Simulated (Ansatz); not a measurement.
Cubic BN, treated with BLYP (plane waves, PAW; Ansatz, a quantum-chemistry and plane-wave program).

Total energies, extrapolated to zero smearing (they compare only within this program, potentials and cutoff; free atoms with spin allowed, lowest state found):

```
system             energy (eV/atom)
-----------------  ----------------
cubic BN, relaxed         -272.0086
free B atom               -150.7953
free N atom               -380.3003
```

**Question.** Work out the cohesive energy per atom.

**Answer.** E_coh = [1 × (-150.7953) + 1 × (-380.3003)]/2 − (-272.0086) = 6.46 eV/atom. The reference value is 6.76 eV/atom (measured, static lattice: zero-point vibration energy added; as tabulated in Mejia-Rodriguez and Trickey (2018), arXiv:1807.09216), a difference of -0.30 eV/atom.

The PAW data were made under PBE.
